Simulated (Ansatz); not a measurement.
**Relaxing Ba₂F**

All numbers below come from Ansatz, DFT PBE, scalar-relativistic, plane waves, PAW. Cutoff 420 eV, Γ-centred k mesh, Gaussian smearing, no spin polarisation in the final step.

The start puts Ba₂F on the 3R molybdenite structure type (R3m, No. 160), with F in place of Mo, Ba in place of S, at a guessed volume.

```
CELL_PARAMETERS angstrom
1.81537 1.04810 7.02882
-1.81537 1.04810 7.02882
0.00000 -2.09620 7.02882
ATOMIC_POSITIONS crystal
Ba 0.74840 0.74840 0.74840
Ba 0.58490 0.58490 0.58490
F 0.00000 0.00000 0.00000
```

Cell and atoms relax at zero pressure; the relaxation can't lower the symmetry of the start. After a coarse first stage the cell is made exact in the group found at 0.06 Å.

The zero of energy is the elements' standard structures at the same level (F₂ as a molecule); no fitted shifts are applied.

(1) What does it relax into?

(2) What are its volume, energy, density and gap?

Results:

(1) It keeps R3m (No. 160), but not the shape of the type it started on. Conventional cell: a = 4.437 Å, c = 26.103 Å. Around Ba on Wyckoff site a (1 atom of the primitive cell) lie 3 F at 2.56 Å; around Ba on Wyckoff site a (1 atom of the primitive cell) lie 7 Ba at 4.44–4.55 Å, 3 Ba at 4.88 Å and 6 F at 4.94–5.16 Å; around F lie 3 Ba at 2.56 Å.

```xyz
3
Lattice="2.2186 1.2809 8.7010 -2.2186 1.2809 8.7010 0.0000 -2.5618 8.7010" Properties=species:S:1:pos:R:3 pbc="T T T"
Ba    0.0000    0.0000   18.9392
Ba    0.0000    0.0000   14.3936
F     0.0000    0.0000    1.4702
```

(2) The volume per atom is 49.45 Å³ and the density is 3.29 g/cm³. The energy over the elements is -1.70 eV/atom and the gap on the 12×12×12 mesh is 0 eV (a metal).

The final run used a 12×12×12 mesh on its 3-atom cell and 0.10 eV smearing. The k mesh leaves about 4 meV/atom of noise in metals. Symmetry constrained the relaxation, so the result can be a saddle point.

Cost: 3 runs of about 6.3 core-minutes in all, on Arm Neoverse V2 (shared hosts).